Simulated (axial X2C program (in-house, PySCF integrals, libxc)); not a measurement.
**Correcting the dissociation energy of NaO⁺ for spin–orbit coupling**

A spin-free CCSD(T) curve (one-electron X2C) was computed with an in-house relativistic program for diatomic molecules, basis Na dyall-cv3z [9s8p5d2f], O dyall-av3z [7s6p3d2f] (cores contracted in-house), for the state M_S = 1, Λ = 0 (beyond evenly filled blocks: π+α, π-α). It gives D0 = 0.266 eV to Na+ + O, which in a spin-free picture are the weighted means of the ground terms.

Correlated methods: 14 electrons correlated (number of frozen shells: Na 1 s; O 1 s), 220 virtual spin orbitals or spinors in MP2, 90 natural virtuals in coupled cluster.

Measured levels of the ground terms (NIST Handbook of Basic Atomic Spectroscopic Data), in cm⁻¹: Na+ 1S: J = 0 at 0; O 3P: J = 2 at 0, J = 1 at 158.3, J = 0 at 227.

The molecular state has Λ = 0, so it has no first-order lowering.

Q: How far does each ground level lie under the (2J+1)-weighted mean of its term?

A: Na+: a single level, 0; O: (5 × 0 + 3 × 158.3 + 1 × 227)/9 = 78 cm⁻¹.

Q: Correct D0.

A: D0 = 0.266 + (0 − 78)/8065.5 = 0.256 eV at CCSD(T) with these spin–orbit terms. The direct two-component run gives 0.260 eV; the difference holds second-order terms in the molecule, scalar two-electron terms, the gap between measured and computed atomic splittings (a 2c atom can miss part of its lowering) and, in coupled cluster, the truncation of each run.

Second-order spin–orbit effects in the molecule, which grow quickly with Z, are left out. One determinant describes the state; a PBE0 search over occupations chose it and may have missed a lower one. Dissociation energies refer to the lowest single-determinant-based atoms at the same level and basis. Coupled cluster ran in a truncated set of natural virtual spinors; the MP2 energy of the rest was added. (T) has no such correction and the atoms are truncated less, which lowers De at CCSD(T) by a hundredth of an eV or more.
